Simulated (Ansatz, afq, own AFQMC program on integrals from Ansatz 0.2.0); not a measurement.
Integrals from Ansatz 0.2.0, then the random walk in our own AFQMC program (afq).

```yaml
crystal:
  periodic: [false, false, false]
  atoms:
    - {symbol: N, position_ang: [0.000000, 0.000000, 0.000000]}
    - {symbol: S, position_ang: [0.000000, 0.000000, 1.208000]}
basis:
  gaussian: {orbitals: cc-pVDZ}
magnetization: {spin_polarized: true, initial_magnetization: 1}
correlation: {method: ccsd_t, electrons: outside_noble_gas, hamiltonian_folder: ham}
```

```sh
$ ansatz run in.yaml --threads 1 --pin off --events-out ev --progress --plain --max-ram 1382MiB
```

afq runs on the folder ham with

```
--method phaseless --trial cisd --walkers 60 --populations 1 --least-time 40 --time-step 0.005 --steps-per-block 50 --equilibration-blocks 28 --max-blocks 300 --target-error 0.0004 --factor-cut 1e-05 --start spin_pure --seed 4332 --release-times 0.24,0.51,0.99,1.62,2.4 --release-step 0.03 --release-every 4 --taylor-order 6
```

Times are imaginary, in 1/Eh. The walk had a cap of 491 s.

Log:

```
orbitals 26  electrons 6 5  factors 190 of 330
reference energy -451.74076682 Eh
CCSD correlation -0.26637454 Eh in 9 cycles, weight of the determinant in the CISD state 0.9000
energy of the start -452.006567 Eh
 block  time / (1/Eh)  mean weight  energy / Eh
     1     0.250  1.0007  -452.003828
     2     0.500  1.0009  -452.006380
     3     0.750  1.0001  -452.011168
     4     1.000  1.0005  -452.012746
     5     1.250  1.0005  -452.015761
     8     2.000  1.0003  -452.008942
    17     4.250  0.9981  -452.008887
    41    10.250  1.0011  -452.013906
    65    16.250  1.0003  -452.010259
    89    22.250  0.9979  -452.021641
   113    28.250  0.9983  -452.015543
   137    34.250  1.0001  -452.021343
   161    40.250  0.9997  -452.018096
   185    46.250  1.0008  -452.014757
   209    52.250  0.9997  -452.020348
   225    56.250  0.9984  -452.059900
   233    58.250  1.0001  -452.014845
   257    64.250  1.0016  -452.013235
   281    70.250  0.9989  -452.018051
   305    76.250  0.9990  -452.017345
   321    80.250  0.9981  -452.015009
blocks merged  error / Eh  count
     1  0.000332  300
     2  0.000371  150
     4  0.000416  75
     8  0.000410  37
    16  0.000465  18
    32  0.000574  9
released: time / (1/Eh)  energy / Eh  error  mean overlap
  0.24  -452.016273  0.000552  1.0047
  0.51  -452.016752  0.000502  1.0000
  0.99  -452.017316  0.000453  0.9807
  1.62  -452.016780  0.000439  0.9750
  2.40  -452.016585  0.000674  0.9679
energy -452.015868 +/- 0.000465 Eh
(rows thinned)
```

The run passed its tests (sampling time, drift between the halves within three errors, error under three times the target), which doesn't prove that it has relaxed.

Against this walk (error 12.6 meV) on the same determinant: CCSD(T) 13.0 meV higher (within the noise), CCSDT(Q) 20.3 meV lower (within the noise). The error is statistical and leaves out the bias of the constraint. Released to 2.40 1/Eh the energy moves by -20 ± 22 meV (both errors), within twice the noise.

Cautions: constraint bias not in the error; error above the target (12.6 against 10.9 meV).

The walk took 3.2 min on 1 thread of AMD EPYC 7R32 (Zen 2), with other jobs on the host. The log's last line is the phaseless energy.

CCSDT and higher add their correlation energy to the determinant of the CCSD(T) run, since their own runs factorise the integrals more tightly (a shift of under 2 meV). A walk keeps the symmetry of its determinant, which the program's search chose and which needn't be the lowest solution, so a lower state of the same spin and another symmetry isn't excluded.
